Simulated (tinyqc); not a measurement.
Worked calculation: UHF in the sto-3g basis, for CH3+, spin multiplicity 1. One step of it, computed by the program tinyqc.

Question. Iteration 2: diagonalisation and new density. Diagonalise F' = X^T F X, C = X C', fill 4 alpha and 4 beta electrons from the bottom; D(s) = C_occ C_occ^T. Each column has its largest component positive (the first on a tie).

extrapolated F(alpha) (hartree), lower triangle:
```
             1C 1s      1C 2s     1C 2px     1C 2py     1C 2pz      2H 1s      3H 1s      4H 1s
1C 1s   -11.471584
1C 2s    -3.074066  -1.846661
1C 2px   -0.000419  -0.018238  -0.623294
1C 2py    0.000000   0.000000   0.000000  -0.652288
1C 2pz   -0.003909   0.036847  -0.130452   0.000000  -0.208417
2H 1s    -0.572243  -0.738383  -0.527723   0.000000  -0.015207  -0.650596
3H 1s    -0.573607  -0.734049   0.261529  -0.466484   0.077100  -0.174961  -0.661635
4H 1s    -0.573607  -0.734049   0.261529   0.466484   0.077100  -0.174961  -0.172474  -0.661635
```

extrapolated F(beta) (hartree), lower triangle:
```
             1C 1s      1C 2s     1C 2px     1C 2py     1C 2pz      2H 1s      3H 1s      4H 1s
1C 1s   -11.471593
1C 2s    -3.074062  -1.846654
1C 2px   -0.000275   0.017043  -0.624287
1C 2py    0.000000   0.000000   0.000000  -0.651119
1C 2pz   -0.003893   0.036378   0.130638   0.000000  -0.208544
2H 1s    -0.572807  -0.731909  -0.527140   0.000000   0.108160  -0.666962
3H 1s    -0.573325  -0.737229   0.263294  -0.465691   0.015526  -0.176365  -0.653391
4H 1s    -0.573325  -0.737229   0.263294   0.465691   0.015526  -0.176365  -0.169717  -0.653391
```

X:
```
                1          2          3          4          5          6          7          8
1C 1s   -0.360188   0.000000  -0.000651   0.846958   0.451188   0.000068   0.000000   0.179576
1C 2s    1.293551   0.000000   0.001719  -0.042139   0.070283   0.000155   0.000000   0.474544
1C 2px  -0.001713   0.000000   1.014252   0.000083   0.000018   0.612275   0.000000  -0.000167
1C 2py   0.000000   1.014629   0.000000   0.000000   0.000000   0.000000   0.612214   0.000000
1C 2pz  -0.106298   0.000000  -0.000114  -0.487599   0.869489   0.000000   0.000000  -0.038932
2H 1s   -0.611213   0.000000  -0.913024  -0.167393  -0.089215   0.454037   0.000000   0.300717
3H 1s   -0.613789  -0.790223   0.455194  -0.167346  -0.089195  -0.226777   0.393034   0.301001
4H 1s   -0.613789   0.790223   0.455194  -0.167346  -0.089195  -0.226777  -0.393034   0.301001
```

Give: F' = X^T F X; orbital energies; coefficients C; F' = X^T F X; orbital energies; coefficients C; D(alpha) after iteration 2; D(beta) after iteration 2.

Answer.

F' = X^T F X (alpha) (hartree), lower triangle:
```
        1       2       3       4       5       6       7       8
1  -0.103
2   0.000   0.214
3  -0.006   0.000   0.222
4   1.095   0.000   0.028  -7.663
5   0.574   0.000  -0.041  -4.201  -2.575
6  -0.005   0.000  -0.012   0.059  -0.107  -0.820
7   0.000  -0.022   0.000   0.000   0.000   0.000  -0.845
8   0.129   0.000  -0.008  -2.983  -1.708  -0.002   0.000  -2.404
```

orbital energies (alpha) (hartree): MO1 -11.477, MO2 -1.171, MO3 -0.845, MO4 -0.844, MO5 -0.191, MO6 0.113, MO7 0.214, MO8 0.228

coefficients C (alpha):
```
           MO1     MO2     MO3     MO4     MO5     MO6     MO7     MO8
1C 1s    0.993  -0.235   0.000  -0.001  -0.035  -0.201   0.000   0.003
1C 2s    0.030   0.770   0.000   0.008   0.169   1.132   0.000  -0.010
1C 2px   0.000   0.020   0.000   0.621  -0.006  -0.009   0.000   1.009
1C 2py   0.000   0.000   0.633   0.000   0.000   0.000   1.002   0.000
1C 2pz   0.000  -0.028   0.000   0.190   0.959  -0.192   0.000  -0.112
2H 1s   -0.006   0.177   0.000   0.416  -0.256  -0.666   0.000  -0.909
3H 1s   -0.005   0.176   0.377  -0.225   0.024  -0.691  -0.798   0.450
4H 1s   -0.005   0.176  -0.377  -0.225   0.024  -0.691   0.798   0.450
```

F' = X^T F X (beta) (hartree), lower triangle:
```
        1       2       3       4       5       6       7       8
1  -0.103
2   0.000   0.219
3   0.000   0.000   0.216
4   1.096   0.000  -0.024  -7.663
5   0.573   0.000   0.042  -4.201  -2.575
6   0.009   0.000  -0.010  -0.060   0.107  -0.823
7   0.000  -0.025   0.000   0.000   0.000   0.000  -0.842
8   0.129   0.000   0.010  -2.983  -1.708  -0.002   0.000  -2.404
```

orbital energies (beta) (hartree): MO1 -11.477, MO2 -1.171, MO3 -0.847, MO4 -0.842, MO5 -0.192, MO6 0.113, MO7 0.220, MO8 0.222

coefficients C (beta):
```
           MO1     MO2     MO3     MO4     MO5     MO6     MO7     MO8
1C 1s    0.993  -0.235   0.003   0.000  -0.034  -0.201   0.000   0.007
1C 2s    0.030   0.770  -0.019   0.000   0.164   1.132   0.000  -0.050
1C 2px   0.000  -0.017   0.619   0.000   0.005   0.065   0.000   1.008
1C 2py   0.000   0.000   0.000   0.636   0.000   0.000   1.000   0.000
1C 2pz   0.000  -0.029  -0.189   0.000   0.960  -0.183   0.000   0.122
2H 1s   -0.005   0.178   0.443   0.000   0.121  -0.743   0.000  -0.863
3H 1s   -0.005   0.175  -0.201   0.374  -0.161  -0.651  -0.799   0.490
4H 1s   -0.005   0.175  -0.201  -0.374  -0.161  -0.651   0.799   0.490
```

D(alpha) after iteration 2, lower triangle:
```
         1C 1s   1C 2s  1C 2px  1C 2py  1C 2pz   2H 1s   3H 1s  4H 1s
1C 1s    1.041
1C 2s   -0.151   0.595
1C 2px  -0.005   0.021   0.386
1C 2py   0.000   0.000   0.000   0.401
1C 2pz   0.006  -0.020   0.117   0.000   0.037
2H 1s   -0.047   0.140   0.262   0.000   0.074   0.204
3H 1s   -0.046   0.133  -0.136   0.238  -0.048  -0.062   0.223
4H 1s   -0.046   0.133  -0.136  -0.238  -0.048  -0.062  -0.060  0.223
```

D(beta) after iteration 2, lower triangle:
```
         1C 1s   1C 2s  1C 2px  1C 2py  1C 2pz   2H 1s   3H 1s  4H 1s
1C 1s    1.041
1C 2s   -0.151   0.595
1C 2px   0.006  -0.025   0.383
1C 2py   0.000   0.000   0.000   0.404
1C 2pz   0.006  -0.019  -0.116   0.000   0.036
2H 1s   -0.046   0.129   0.271   0.000  -0.089   0.228
3H 1s   -0.047   0.139  -0.127   0.238   0.033  -0.058   0.211
4H 1s   -0.047   0.139  -0.127  -0.238   0.033  -0.058  -0.069  0.211
```
